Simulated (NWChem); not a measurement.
# N₂H₄ anion, doublet; SMILES of the neutral closed-shell parent NN

```xyz
6

N     -0.0778     0.7217     0.1285
N      0.0778    -0.7217     0.1285
H      0.8777     1.0848     0.2248
H     -0.3652     1.0120    -0.8339
H     -0.8777    -1.0848     0.2248
H      0.3652    -1.0120    -0.8339
```
Atoms are numbered in this order, from 1.

All runs: NWChem. Pople sets run with spherical d functions. Spin-unrestricted. In the optimisation the excess spin sits in a (C2, its own frame). The geometry was optimised at B3LYP/def2-SVPD, spin-unrestricted. This spin state was assumed; another may lie lower. No stability test was run on the SCF state. The highest occupied level is positive in some or all of these runs, so the extra electron may be held by the finite basis. The gas-phase anion has a positive highest level at the geometry level, so the gas reference is doubtful. Level: M05-2X/6-31+G* with SMD (1 M gas to 1 M solution), gas-phase geometry. Reactions with the solvent are ignored.

```csv
solvent,dielectric constant,solvation free energy (kcal/mol),cavity-dispersion-structure term (kcal/mol)
water,78.4,-68.2,2.7
ethyl acetate,5.99,-57.1,2.2
n-hexane,1.88,-30.8,2.0
1-octanol,9.86,-61.8,2.4
ethanol,24.9,-66.7,2.2
dimethyl sulfoxide,46.8,-67.2,3.1
anisole,4.22,-51.5,2.7
```
